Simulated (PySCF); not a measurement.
# Exercise with solution: entropy of an ideal gas

ethanol cation (C₂H₆O), SMILES CCO (connectivity only; charge and spin as stated), charge +1, multiplicity 2.

Coordinates come from a B3LYP-D3(BJ)/def2-TZVP optimisation. The spin state was assumed, not searched. One conformer was computed; it need not be the lowest.

B3LYP-D3(BJ)/def2-TZVP (PySCF 2.14.0) gives the harmonic wavenumbers 130, 352, 435, 639, 892, 1004, 1016, 1047, 1057, 1158, 1298, 1340, 1415, 1440, 1457, 2515, 2690, 3004, 3057, 3131, 3573 cm⁻¹ and the rotational temperatures 1.8061, 0.4431, 0.3887 K. The molar mass is 46.07 g/mol, the symmetry number 1, the spin multiplicity 2.

Question: Work out the entropy at 298.15 K and 1 atm in the rigid-rotor, harmonic-oscillator model.

Answer: 
Translation (Sackur–Tetrode at 1 atm): S = R[1.5 ln M + 2.5 ln T − 1.16487] = 156.5 J/(mol K).
Rotation: q = (√π/σ) T^1.5/√(θA θB θC) = 16400, S = R[ln q + 3/2] = 93.1 J/(mol K).
Vibration: with u = 1.4388 ν/T, each mode gives R[u/(e^u − 1) − ln(1 − e^−u)]:
```csv
ν (cm⁻¹),modes,u,S (J/(mol K))
130,1,0.63,12.33
352,1,1.70,4.84
435,1,2.10,3.52
639,1,3.08,1.62
892,1,4.30,0.60
1004,1,4.84,0.39
1016,1,4.90,0.37
1047,1,5.05,0.32
1057,1,5.10,0.31
1158,1,5.59,0.21
1298,1,6.26,0.12
1340,1,6.47,0.10
1415,1,6.83,0.07
1440,1,6.95,0.06
1457,1,7.03,0.06
```
The stiffer modes add less than 0.005 each. Sum 24.9 J/(mol K).
Spin: R ln 2 = 5.8 J/(mol K).
Total 280.3 J/(mol K); the program's own thermochemistry gives 280.3. Translation makes up 56 % and vibration 9 %. Anharmonicity, hindered rotation and orbital degeneracy are left out.
